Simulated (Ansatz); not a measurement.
Basis-set extrapolation for C$_{3}$H$_{3}$ClO (`ClC1=CCO1`) (PBE0-D4/def2-TZVP geometry, frozen core, the Gaussian-basis code of Ansatz). Multiplicity 1, RHF reference.

|  | def2-TZVPP | def2-QZVPP |
| --- | --- | --- |
| HF | -649.715662 | -649.736704 |
| MP2 correlation | -0.901589 | -0.970141 |
| CCSD(T) correlation | -0.972813 | not run |

Energies in hartree. Use E(X) = E(∞) + A·exp(−7.88·√X) for Hartree–Fock and E(X) = E(∞) + B·X^(−2.97) for correlation, with X = 3 and 4, and add CCSD(T) minus MP2 of the smaller set to the MP2 limit.

Problem. What is the CCSD(T) energy at the basis-set limit?

Solution. HF limit: -649.736704 + (-0.021042) × 0.13774 = -649.73960. MP2 limit: -0.970141 + (-0.068552) × 0.74074 = -1.02092. Higher-order term: -0.972813 − (-0.901589) = -0.07122. Total: -650.83174 hartree, 3.90 eV below CCSD(T)/def2-TZVPP.
